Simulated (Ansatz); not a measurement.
in.yaml

```yaml
crystal:
  periodic: [false, false, false]
  atoms:
    - {symbol: H, position_ang: [-1.870560, 0.000000, 0.000000]}
    - {symbol: H, position_ang: [-1.059560, 0.000000, 0.000000]}
    - {symbol: C, position_ang: [0.196440, 0.000000, 0.000000]}
    - {symbol: H, position_ang: [0.196440, -1.080023, 0.000000]}
    - {symbol: H, position_ang: [0.196440, 0.540011, 0.935327]}
    - {symbol: H, position_ang: [0.196440, 0.540012, -0.935327]}
basis:
  gaussian: {orbitals: cc-pVDZ, point_charges: [{charge: -0.50, position_ang: [2.907, -0.848, 0.486]}]}
magnetization: {spin_polarized: false, initial_magnetization: 1}
correlation: {method: ccsdt, electrons: valence}
```

```sh
$ ansatz run in.yaml --threads 1 --pin off --events-out ev --progress --plain --max-ram 2393MiB
```

Log:

```
711 factors; integrals over basis functions are off by at most 2.4e-7 eV
mean field evaluation 1: about -1104.6926 eV, gradient 1.5e1 eV
mean field evaluation 2: about -1104.6928 eV, gradient 1.5e1 eV
mean field evaluation 4: about -1105.4444 eV, gradient 1.9e0 eV
mean field evaluation 8: about -1105.4610 eV, gradient 2.6e-3 eV
mean field -1105.46099331 eV, -40.6249421959 hartree, gradient 1.4e-6 eV, S^2 0.750000; 0 other end points of the search recorded, 0 dependent functions left out
mean field evaluation 16: about -1104.6941 eV, gradient 1.2e1 eV
1 core orbitals not correlated: weight in the atoms' cores, before any rotation towards them, 1.000 or more for the frozen orbitals, at most 0.000 for the correlated occupied ones
reference -1105.46099331 eV, -40.6249421959 hartree; 5, 4 occupied and 33, 34 virtual orbitals, 711 factors
second order -4.78010595 eV of doubles, -0.12996245 eV of singles
cycle   1  -5.44807651 eV  change   -5.3e-1 eV  update   5.7e-2
cycle   2  -5.74104407 eV  change   -2.9e-1 eV  update   2.2e-2
cycle   3  -5.80298157 eV  change   -6.2e-2 eV  update   1.0e-2
cycle   4  -5.79434814 eV  change    8.6e-3 eV  update   4.1e-3
cycle   5  -5.79589144 eV  change   -1.5e-3 eV  update   1.4e-3
cycle   6  -5.79569176 eV  change    2.0e-4 eV  update   5.0e-4
cycle   7  -5.79566815 eV  change    2.4e-5 eV  update   1.4e-4
cycle   8  -5.79579009 eV  change   -1.2e-4 eV  update   5.5e-5
cycle   9  -5.79577171 eV  change    1.8e-5 eV  update   1.6e-5
cycle  10  -5.79575631 eV  change    1.5e-5 eV  update   5.5e-6
cycle  11  -5.79576142 eV  change   -5.1e-6 eV  update   2.1e-6
cycle  12  -5.79576265 eV  change   -1.2e-6 eV  update   9.0e-7
cycle  13  -5.79576323 eV  change   -5.8e-7 eV  update   2.8e-7
Total energy: -1111.25675654 eV, -40.8379325661 hartree
```

Ran on 1 thread of Arm Neoverse V1, shared host: 10 s wall, 0.21 GiB peak host memory.
